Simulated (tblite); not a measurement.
Species: H₃OSi (doublet state).
Z-matrix (Å and degrees, GFN2-xTB geometry), rows numbered from 1:
```
O 
Si  1  1.6251
H   1  0.9583  2  122.98
H   2  1.4566  1  111.47  3    64.15
H   2  1.4566  1  111.47  3   -64.29
```

Calculated harmonic vibrations of the isolated species, GFN2-xTB (tblite), most abundant isotopes, no scaling. Errors from tens to a few hundred cm⁻¹ against measured bands are possible. Modes of hydrogen on silicon can be 10 to 20 % off. One conformer, not necessarily the lowest. Open shells enter through the occupations alone, without spin polarisation, and single modes of such species can be off by tens of per cent.

Harmonic wavenumbers (cm⁻¹): 277.4, 582.2, 622.2, 767.2, 793.0, 893.5, 2287.8, 2304.0, 3521.9.

A = 118360, B = 15260, C = 14500 MHz; mass 46.995 u (most abundant isotopes); point group Cs, symmetry number 1; spin multiplicity 2.

Task: What is the zero-point energy?

Result: ½Σν̃ = 6025 cm⁻¹ = 72.07 kJ/mol.

Task: Give the ideal-gas entropy at 400 K and 1 bar in the rigid-rotor, harmonic-oscillator model (classical rotation).

Result: Translation 162.98, rotation 87.54, vibration 20.91, spin (R ln 2) 5.76: S = 277.2 J/(mol K).

Task: And Cp and H(400 K) − H(0)?

Result: Cp = 65.34 J/(mol K), of which vibrations give 32.08 (their classical limit is 9 R = 74.8); H(400 K) − H(0) = 18.77 kJ/mol without the zero-point energy, 5.47 from vibrations.

Task: Which modes carry the vibrational entropy at 400 K?

Result: 277.4 cm⁻¹: 8.67; 582.2 cm⁻¹: 3.54; 622.2 cm⁻¹: 3.16; 767.2 cm⁻¹: 2.09; 793.0 cm⁻¹: 1.95; 893.5 cm⁻¹: 1.46 J/(mol K); the other 3 give 0.04 together.

Task: How do the functions run with temperature in this model?

Result: 
| T (K) | S (J/(mol K)) | Cp (J/(mol K)) | H − H(0) (kJ/mol) | G − H(0) (kJ/mol) | ln q(vib) |
| --- | --- | --- | --- | --- | --- |
| 100 | 211.0 | 36.1 | 3.39 | -17.71 | 0.02 |
| 200 | 238.7 | 46.0 | 7.45 | -40.30 | 0.18 |
| 300 | 259.6 | 57.1 | 12.63 | -65.24 | 0.48 |
| 500 | 292.4 | 71.2 | 25.61 | -120.60 | 1.29 |
| 800 | 328.6 | 82.7 | 48.85 | -214.05 | 2.58 |
| 1000 | 347.7 | 87.9 | 65.93 | -281.73 | 3.40 |

q(vib) and H(0) count from the zero-point level.

Task: What must be added to the electronic energy to get the Gibbs energy at 400 K and 1 bar?

Result: ZPE + [H(400 K) − H(0)] − T·S = 72.07 + 18.77 − 110.88 = -20.04 kJ/mol.

Hindered rotation and anharmonicity are outside this model. Other conformers, if any are populated, would add a mixing term that is left out.

On an Arm Neoverse V1 with one thread, shared host, this took under 0.1 s. This covers the Hessian and the dipole derivatives.
